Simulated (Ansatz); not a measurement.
This geometry of C$_{2}$H$_{3}$Si (6 atoms, charge 0, multiplicity 2) is a first-order saddle point.

All numbers below come from UKS PBE0/6-31G* (Ansatz).

```xyz
6
Properties=species:S:1:pos:R:3
C -0.499 -1.332 -0.270
C -0.303 -0.128 0.005
Si -0.052 1.692 0.138
H -0.620 -2.367 -0.510
H 0.724 0.579 -0.782
H 0.750 1.556 1.419
```

Which two structures does it join? (They come from a converged band through this point; their orientation in space is the band's.)

Bonds broken: Si3–H5. Bonds formed: C2–H5.

Image 0:

```xyz
6
Properties=species:S:1:pos:R:3
C -0.659 -1.595 -0.218
C -0.265 -0.451 -0.081
Si 0.154 1.298 0.084
H -0.977 -2.609 -0.333
H 1.167 1.720 -0.921
H 0.579 1.636 1.469
```

Image 8:

```xyz
6
Properties=species:S:1:pos:R:3
C -0.452 -1.299 -0.340
C -0.115 -0.089 -0.141
Si -0.395 1.704 0.375
H -0.678 -2.329 -0.511
H 0.806 0.329 -0.670
H 0.833 1.684 1.288
```

How far does it lie above each of them?

46.8 kcal/mol above the first and 6.5 kcal/mol above the second. This is the barrier of this one path; another mechanism may lie lower.

Run time: 3.7 min on 1 thread of Intel(R) Xeon(R) Processor @ 2.70GHz (shared host), peak memory 0.14 GiB.
